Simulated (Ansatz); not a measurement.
**BF (singlet): PBE0, B3LYP over a scan of the distance B1–F2, 6-31G**

How well do these functionals follow the top wave-function level for BF (singlet) over a scan of the distance B1–F2?

Program: Ansatz 0.2.0, Gaussian basis. Level of theory: 6-31G, all electrons in the functionals. These are calculated values, not measurements.

The runs, in order: PBE0, B3LYP, at 1.019 Å; 1.117 Å; 1.263 Å; 1.411 Å; 1.532 Å; 1.707 Å; 2.018 Å; 2.335 Å; 2.801 Å; 3.379 Å; 4.284 Å.

32 further runs of the same task are left out: 12 for a known fault of the program, 18 that didn't finish, 2 set aside as unsound or not needed. Runs told in other sessions of the task aren't counted.

### Step 1. The geometry

The geometry derives from a PBE0/def2-TZVP stationary point (not a proven minimum). One bond is set to the value named and the two fragments are kept rigid.

2 atoms, charge 0, spin multiplicity 1.

Atoms are counted from 1 here; the program's logs count them from 0.

Bond lengths: B1–F2 1.263 Å.

No dispersion term is added. B3LYP takes the VWN-RPA correlation.

The geometry shown and the zero of energy belong to the point 1.263 Å. The yardstick, FCI, and other wave-function levels (R restricted, U unrestricted, valence and pair active spaces) come from earlier runs.

### Step 2. PBE0, 1.019 Å

Input file in.yaml:

```yaml
crystal:
  periodic: [false, false, false]
  atoms:
    - {symbol: B, position_ang: [0.000000, 0.000000, 0.000000]}
    - {symbol: F, position_ang: [0.000000, 0.000000, 1.019000]}
basis:
  gaussian: {orbitals: 6-31G}
hamiltonian: {xc: {name: PBE0}}
output: {forces: true, orbitals: {seedname: orbitals}}
```

Started as:

```
$ ansatz run in.yaml --threads 1 --pin off --events-out ev --progress --plain --max-ram 2393MiB
```

Further steps of the session: PBE0, 1.117 Å; PBE0, 1.263 Å; PBE0, 1.411 Å; PBE0, 1.532 Å; PBE0, 1.707 Å; PBE0, 2.018 Å; PBE0, 2.335 Å; PBE0, 2.801 Å; PBE0, 3.379 Å; PBE0, 4.284 Å; B3LYP, 1.019 Å; B3LYP, 1.117 Å; B3LYP, 1.263 Å; B3LYP, 1.411 Å; B3LYP, 1.532 Å; B3LYP, 1.707 Å; B3LYP, 2.018 Å; B3LYP, 2.335 Å; B3LYP, 2.801 Å; B3LYP, 3.379 Å; B3LYP, 4.284 Å.

Q: Predict the results of all the runs planned. Wanted: span of the FCI curve; largest miss, PBE0; largest miss, B3LYP.

The runs gave:

```
             quantity                   value
span of the FCI curve            615.3 kJ/mol
   largest miss, PBE0  +49.5 kJ/mol (2.335 Å)
  largest miss, B3LYP  +40.5 kJ/mol (2.335 Å)
```

Of the functionals, B3LYP keep the smallest largest miss at the points compared (at most 40.5 kJ/mol) and PBE0 strays most (49.5 kJ/mol, at 2.335 Å). PBE0, B3LYP clearly break the spin symmetry at some points (⟨S²⟩ up to 0.82 above the pure value), so energy there is bought with a mixed spin. Functionals and the yardstick converge differently with the basis, so part of each miss in 6-31G is the basis.
